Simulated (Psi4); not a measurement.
# BH3S (SMILES BS): B3LYP/def2-TZVP

What is the vertical ionisation energy of BH3S at B3LYP/def2-TZVP? The job is set up through a Python script.

Program for the calculation: Psi4 1.11.

## Step 1: Starting point

The species is BH3S (5 atoms), meant as a singlet with charge 0. As SMILES, `BS`. The coordinates come from a PBE0-D4/def2-TZVP relaxation.

Bond lengths: B1–S2 1.765 Å, B1–H3 1.192 Å, B1–H4 1.190 Å, S2–H5 1.344 Å. Angles: B1–S2–H5 99.2°, S2–B1–H3 115.8°, S2–B1–H4 121.4°, H3–B1–H4 122.7°.

## Step 2: Energy and forces at B3LYP/def2-TZVP

calc.py

```python
import psi4

psi4.set_memory(1600000000)
psi4.set_num_threads(1)
psi4.set_output_file('psi4.out', False)

mol = psi4.geometry("""
0 1
B
S 1 1.764677
H 1 1.191687 2 115.80877
H 1 1.190266 3 122.74425 2 179.99835
H 2 1.344277 1 99.24392 4 0.00094
symmetry c1
no_reorient
no_com
""")

psi4.set_options({
    'basis': 'def2-TZVP',
    'reference': 'rks',
    'puream': True,
    'e_convergence': 1e-09,
    'd_convergence': 1e-08,
    'scf_type': 'pk',
    'dft_radial_points': 99,
    'dft_spherical_points': 590,
})

result, w = psi4.gradient("B3LYP", molecule=mol, return_wfn=True)
psi4.oeprop(w, "DIPOLE", "MULLIKEN_CHARGES", "LOWDIN_CHARGES", title="B3LYP")
print('gradient / Eh bohr^-1')
print(result.np.round(6))
print(f'energy = {w.energy():.10f} Eh')
for k, v in sorted(psi4.core.scalar_variables().items()):
    print(f'{k:45s} {v:18.10f}')
```

The run is started by

```console
$ python calc.py
```

psi4.out:

```text
[...]
  Running in c1 symmetry.
[...]
  Nuclear repulsion =   43.070545708620287
[...]
  Multiplicity = 1
[...]
  Nalpha       = 12
  Nbeta        = 12
[...]
    Number of basis functions: 86
[...]
   @RKS iter   1:  -424.76083627619897   -2.83799e-01   6.07034e-03 DIIS/ADIIS
[...]
   @RKS iter  11:  -424.90146440349548   -3.97904e-13   9.91392e-10 DIIS
[...]
    Orbital Energies [Eh]
    ---------------------
    Doubly Occupied:
       1A    -88.871997     2A     -7.951129     3A     -6.769149
       4A     -5.913240     5A     -5.908691     6A     -5.908396
       7A     -0.758641     8A     -0.510562     9A     -0.431686
      10A     -0.362829    11A     -0.330023    12A     -0.301902
[...]
  @RKS Final Energy:  -424.90146440349548
   => Energetics <=
    Nuclear Repulsion Energy =             43.0705457086202870
    One-Electron Energy =                -670.1661412616789448
    Two-Electron Energy =                 227.0857431436936338
    DFT Exchange-Correlation Energy =     -24.8916119941304537
    Empirical Dispersion Energy =           0.0000000000000000
    VV10 Nonlocal Energy =                  0.0000000000000000
    Total Energy =                       -424.9014644034954244
[...]
  -Total Gradient:
     Atom            X                  Y                   Z
    ------   -----------------  -----------------  -----------------
       1        0.000001942487    -0.000395453545     0.004753182445
       2       -0.000000448876    -0.000092141660    -0.002673998917
       3       -0.000000704997     0.001931750296    -0.000623529570
       4       -0.000000777308    -0.001933908424    -0.000824659585
       5       -0.000000011283     0.000489763667    -0.000631012996
[...]
 Multipole Moments:
 ------------------------------------------------------------------------------------
     Multipole            Electronic (a.u.)      Nuclear  (a.u.)        Total (a.u.)
 ------------------------------------------------------------------------------------
 L = 1.  Multiply by 2.5417464519 to convert [e a0] to [Debye]
 Dipole X            :          0.0000404           -0.0000401            0.0000003
 Dipole Y            :          0.7979623           -1.1376402           -0.3396780
 Dipole Z            :          1.6234994           -1.5118501            0.1116493
 Magnitude           :                                                    0.3575565
[...]
  Mulliken Charges: (a.u.)
   Center  Symbol    Alpha    Beta     Spin     Total
       1     B     2.50461  2.50461  0.00000 -0.00922
       2     S     8.07258  8.07258  0.00000 -0.14516
       3     H     0.49690  0.49690  0.00000  0.00620
       4     H     0.49536  0.49536  0.00000  0.00929
       5     H     0.43055  0.43055  0.00000  0.13890
   Total alpha = 12.00000, Total beta = 12.00000, Total charge = -0.00000
  Lowdin Charges: (a.u.)
   Center  Symbol    Alpha    Beta     Spin     Total
       1     B     2.83004  2.83004  0.00000 -0.66007
[...]
```

The script printed:

```text
gradient / Eh bohr^-1
[[ 2.000e-06 -3.950e-04  4.753e-03]
 [-0.000e+00 -9.200e-05 -2.674e-03]
 [-1.000e-06  1.932e-03 -6.240e-04]
 [-1.000e-06 -1.934e-03 -8.250e-04]
 [-0.000e+00  4.900e-04 -6.310e-04]]
energy = -424.9014644035 Eh
CURRENT ENERGY                                   -424.9014644035
CURRENT REFERENCE ENERGY                         -424.9014644035
DD SOLVATION ENERGY                                 0.0000000000
DFT FUNCTIONAL TOTAL ENERGY                      -424.9014644035
DFT TOTAL ENERGY                                 -424.9014644035
DFT VV10 ENERGY                                     0.0000000000
DFT XC ENERGY                                     -24.8916119941
GRID ELECTRONS ALPHA                               11.9999998885
GRID ELECTRONS BETA                                11.9999998885
GRID ELECTRONS TOTAL                               23.9999997771
NUCLEAR REPULSION ENERGY                           43.0705457086
ONE-ELECTRON ENERGY                              -670.1661412617
PCM POLARIZATION ENERGY                             0.0000000000
PE ENERGY                                           0.0000000000
SCF ITERATION ENERGY                             -424.9014644035
SCF ITERATIONS                                     11.0000000000
SCF TOTAL ENERGY                                 -424.9014644035
TWO-ELECTRON ENERGY                               227.0857431437
XC GRID RADIAL POINTS                              99.0000000000
XC GRID SPHERICAL POINTS                          590.0000000000
XC GRID TOTAL POINTS                           280131.0000000000
```

Run time: 9 s. Hardware: 1 thread of AMD EPYC 9R45 (Zen 5), shared host; peak memory 0.95 GiB.

## Step 3: The doublet cation

job.py

```python
import psi4

psi4.set_memory('1600 MB')
psi4.set_num_threads(1)
psi4.core.set_output_file('run.log', False)

mol = psi4.geometry("""
1 2
B     -0.392100    -0.421000     0.088100
S      0.161700     1.236900    -0.154300
H     -1.562900    -0.556400     0.264200
H      0.367100    -1.337600     0.074200
H      1.476100     1.004400    -0.313600
symmetry c1
""")

psi4.set_options({
    'basis': 'def2-TZVP',
    'reference': 'uks',
    'puream': True,
    'e_convergence': 1e-09,
    'd_convergence': 1e-08,
    'scf_type': 'pk',
    'dft_radial_points': 99,
    'dft_spherical_points': 590,
    'maxiter': 200,
})

e_tot, wfn = psi4.gradient("b3lyp", molecule=mol, return_wfn=True)
psi4.oeprop(wfn, "DIPOLE", "QUADRUPOLE", "WIBERG_LOWDIN_INDICES")
print('gradient / Eh bohr^-1')
print(e_tot.np.round(6))
print(f'energy = {wfn.energy():.10f} Eh')
for k, v in sorted(psi4.core.scalar_variables().items()):
    print(f'{k:45s} {v:18.10f}')
```

The run is started by

```console
$ python job.py
```

run.log (excerpt; [...] marks lines left out):

```text
[...]
  Running in c1 symmetry.
[...]
  Nuclear repulsion =   43.070548964180006
[...]
  Multiplicity = 2
[...]
  Nalpha       = 12
  Nbeta        = 11
[...]
    Number of basis functions: 86
[...]
   @UKS iter   1:  -424.40621469334167    7.08227e-02   4.68109e-03 DIIS/ADIIS
[...]
   @UKS iter  12:  -424.49702798355690   -1.92131e-11   9.75225e-09 DIIS
[...]
   @S^2 Observed:                7.539717658E-01
[...]
  @UKS Final Energy:  -424.49702798355690
   => Energetics <=
    Nuclear Repulsion Energy =             43.0705489641800057
    One-Electron Energy =                -662.6534053448125405
    Two-Electron Energy =                 219.7510178150699289
    DFT Exchange-Correlation Energy =     -24.6651894179943056
    Empirical Dispersion Energy =           0.0000000000000000
    VV10 Nonlocal Energy =                  0.0000000000000000
    Total Energy =                       -424.4970279835569045
[...]
  -Total Gradient:
     Atom            X                  Y                   Z
    ------   -----------------  -----------------  -----------------
       1        0.025753605357     0.068559287917    -0.010421577921
       2       -0.012367193039    -0.056180908144     0.007325459923
       3       -0.005569929974    -0.004055046108     0.001179074911
       4        0.001432612315    -0.006915173787     0.000491813823
       5       -0.009249110941    -0.001408045386     0.001425220121
[...]
 Multipole Moments:
 ------------------------------------------------------------------------------------
     Multipole            Electronic (a.u.)      Nuclear  (a.u.)        Total (a.u.)
 ------------------------------------------------------------------------------------
 L = 1.  Multiply by 2.5417464519 to convert [e a0] to [Debye]
 Dipole X            :         -0.1535707            0.5944334            0.4408627
 Dipole Y            :          1.6852326           -1.7936679           -0.1084352
 Dipole Z            :         -0.1469445            0.0965434           -0.0504012
 Magnitude           :                                                    0.4567914
 L = 2.  Multiply by 1.3450342976 to convert [e a0^2] to [Debye ang]
 Quadrupole XX       :        -31.9082470           21.1164139          -10.7918331
 Quadrupole XY       :        -17.5803000           18.7104367            1.1301367
[...]
```

The script printed:

```text
gradient / Eh bohr^-1
[[ 0.025754  0.068559 -0.010422]
 [-0.012367 -0.056181  0.007325]
 [-0.00557  -0.004055  0.001179]
 [ 0.001433 -0.006915  0.000492]
 [-0.009249 -0.001408  0.001425]]
energy = -424.4970279836 Eh
CURRENT ENERGY                                   -424.4970279836
CURRENT REFERENCE ENERGY                         -424.4970279836
DD SOLVATION ENERGY                                 0.0000000000
DFT FUNCTIONAL TOTAL ENERGY                      -424.4970279836
DFT TOTAL ENERGY                                 -424.4970279836
DFT VV10 ENERGY                                     0.0000000000
DFT XC ENERGY                                     -24.6651894180
GRID ELECTRONS ALPHA                               11.9999998990
GRID ELECTRONS BETA                                10.9999999423
GRID ELECTRONS TOTAL                               22.9999998413
NUCLEAR REPULSION ENERGY                           43.0705489642
ONE-ELECTRON ENERGY                              -662.6534053448
PCM POLARIZATION ENERGY                             0.0000000000
PE ENERGY                                           0.0000000000
SCF ITERATION ENERGY                             -424.4970279836
SCF ITERATIONS                                     12.0000000000
SCF TOTAL ENERGY                                 -424.4970279836
TWO-ELECTRON ENERGY                               219.7510178151
XC GRID RADIAL POINTS                              99.0000000000
XC GRID SPHERICAL POINTS                          590.0000000000
XC GRID TOTAL POINTS                           280128.0000000000
```

It took 14 s on 1 thread of AMD EPYC 9R45 (Zen 5), shared host; peak memory 0.95 GiB.

## Step 4: Summary of results

At B3LYP/def2-TZVP:

| quantity | value |
| --- | --- |
| singlet BH3S: total energy | -424.90146 Eh |
| singlet BH3S: dipole moment | 0.91 D |
| singlet BH3S: HOMO energy | -8.22 eV |
| singlet BH3S: LUMO energy | -1.50 eV |
| singlet BH3S: HOMO–LUMO gap | 6.71 eV |
| singlet BH3S: largest force on an atom | 0.245 eV/Å |
| doublet cation: total energy | -424.49703 Eh |
| doublet cation: HOMO energy (highest over α and β) | -15.92 eV |
| doublet cation: LUMO energy (lowest over α and β) | -13.82 eV |
| doublet cation: ⟨S²⟩ | 0.754 |
| doublet cation: largest force on an atom | 3.804 eV/Å |
| vertical ionisation energy (to the doublet cation) | 11.005 eV |

**Reading.** The vertical ionisation energy comes to 11.01 eV (254 kcal/mol). −ε(HOMO) before ionisation, 8.22 eV, is 2.79 eV below this ionisation energy. Mulliken charges (singlet BH3S) run from -0.15 on S2 to +0.14 on H5; they depend strongly on the basis.
